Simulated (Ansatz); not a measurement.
## Ansatz (development build ahead of 0.2.0) run

```yaml
crystal:
  periodic: [false, false, false]
  atoms:
    - { symbol: C, position_ang: [0.02517, -0.02407, -0.83503] }
    - { symbol: C, position_ang: [0.05722, -0.01535, 0.76501] }
    - { symbol: H, position_ang: [-0.02561, -0.98268, -1.18706] }
    - { symbol: H, position_ang: [-0.92419, 0.53138, -1.1187] }
    - { symbol: H, position_ang: [0.90164, 0.58808, -1.18272] }
    - { symbol: H, position_ang: [-0.0199, 1.02854, 1.1778] }
    - { symbol: H, position_ang: [-0.94551, -0.49536, 1.21685] }
    - { symbol: H, position_ang: [0.90674, -0.53161, 1.17656] }
basis:
  gaussian: { orbitals: cc-pVDZ }
hamiltonian:
  xc: hf
correlation:
  method: mp2
  frozen_orbitals: { C: 1, H: 0 }
```

The input is written out in the form of the current development build from the run's settings.

The run gave:

| Quantity | Value |
| --- | --- |
| Converged | yes |
| Reference energy | -79.21624 hartree |
| Correlation energy | -0.30462 hartree |
| Total energy | -79.52086 hartree |
| Spin squared of the determinant | 0.000 |
